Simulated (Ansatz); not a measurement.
Input file:

```yaml
crystal:
  periodic: [false, false, false]
  atoms:
    - {symbol: B, position_ang: [-0.114887, 0.000009, 0.089052]}
    - {symbol: H, position_ang: [0.311423, 0.539087, -0.991887]}
    - {symbol: H, position_ang: [0.609492, -0.000048, 1.028622]}
    - {symbol: H, position_ang: [0.311340, -0.539134, -0.991888]}
basis:
  gaussian: {orbitals: cc-pVTZ}
total_charge: 1
magnetization: {spin_polarized: true, initial_magnetization: 3}
hamiltonian: {xc: {name: B2PLYP}}
correlation: {electrons: outside_noble_gas}
```

```sh
$ ansatz run in.yaml --threads 1 --pin off --events-out ev --progress --plain --max-ram 2393MiB
```

Log:

```
401 factors; integrals over basis functions are off by at most 1.2e-3 eV
mean field evaluation 1: about -704.1102 eV, gradient 1.0e1 eV
mean field evaluation 2: about -704.1124 eV, gradient 1.0e1 eV
mean field evaluation 4: about -704.8750 eV, gradient 9.0e-1 eV
mean field evaluation 8: about -704.9052 eV, gradient 4.7e-2 eV
mean field evaluation 16: about -704.9053 eV, gradient 2.3e-6 eV
mean field -704.90525703 eV, -25.9047903941 hartree, gradient 2.3e-6 eV, S^2 3.751560; 0 other end points of the search recorded, 0 dependent functions left out
1 core orbitals not correlated: weight in the atoms' cores, before any rotation towards them, 1.000 or more for the frozen orbitals, at most 0.000 for the correlated occupied ones
reference -704.90537109 eV, -25.9047945855 hartree; 4, 1 occupied and 67, 70 virtual orbitals, 401 factors
second order -2.32771587 eV of doubles, -0.00000000 eV of singles
Total energy: -705.53385438 eV, -25.9278909203 hartree
```

Ran on 1 thread of Arm Neoverse V2, shared host: 0.75 s wall, 0.23 GiB peak host memory.
